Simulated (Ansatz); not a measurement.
This Ansatz (an electronic-structure program) input (CCSD(T)/6-311++G(2d,2p)) gives -342.30854 Eh with 65 basis functions. A basis named .json is the Basis Set Exchange file of that set (core-valence sets with the plain set on hydrogen).

Ansatz 0.2 input:
```yaml
crystal:
  periodic: [false, false, false]
  atoms:
    - {symbol: P, position_ang: [0.00032744, 0.00049281, 0.06308582]}
    - {symbol: H, position_ang: [-0.03026407, 1.34802484, -0.32583010]}
    - {symbol: H, position_ang: [1.18225281, -0.65296472, -0.31649250]}
    - {symbol: H, position_ang: [-1.15690038, -0.70245221, -0.30396469]}
basis:
  gaussian:
    orbitals: 6-311++G_2d_2p_.json
total_charge: 1
magnetization: {spin_polarized: true, initial_magnetization: 1}
correlation: {method: ccsd_t, electrons: outside_noble_gas}
```

Change:
```diff
- orbitals: 6-311++G_2d_2p_.json
+ orbitals: 6-311+G__.json
```

Task: What does the run give now?

Result: -342.29799 Eh (CCSD(T)/6-311+G**, 49 functions), a change of +10.55 mEh.
